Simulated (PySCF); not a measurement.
# Multinuclear NMR of H₃O₂P

Structure with atom numbers: `[O:1]=[PH2:2][OH:3]`. Each H is labelled by its parent atom.

- σ from GIAO-B97-2/pcSseg-2
- geometry: PBE0-D3(BJ)/def2-TZVP
- code: PySCF 2.14.0 with density-fitted response routines
- equivalent nuclei averaged, a single conformation, relativity neglected, no solvent model

(1) Where does ³¹P resonate?

(2) Predict the ¹⁷O NMR data.

Answers

(1) 
| atoms | environment | σ (ppm) | δ (ppm) |
| --- | --- | --- | --- |
| P2 | phosphorus bonded to 2 O, 2 H | 314.9 | 1.6 |

Shieldings were converted by a linear fit to measured shifts: ³¹P: δ = 298.23 − 0.942σ (rms 13.4 ppm, 45 shifts, 16.3 ppm with the 1 outlier that the fit left out vs H3PO4, solution or neat liquid). A few per cent of atoms miss by over 2 rms, more outside the fitted compound classes.

On a 600 MHz spectrometer ³¹P resonates near 242.9 MHz, so 1 ppm is 242.9 Hz.

(2) 
```json
{"atoms": "O1", "environment": "P=O oxygen", "σ (ppm)": "193.3", "δ (ppm)": "91.0"}
{"atoms": "O3", "environment": "oxygen bonded to P, H", "σ (ppm)": "233.9", "δ (ppm)": "52.5"}
```

Shieldings were converted by a linear fit to measured shifts: ¹⁷O (scatter 12.2 ppm rms vs liquid water, solution or neat liquid). Occasional misses reach two or three times the rms, and more in compound classes unlike the fitted ones.

On a 600 MHz spectrometer ¹⁷O resonates near 81.3 MHz, so 1 ppm is 81.3 Hz.
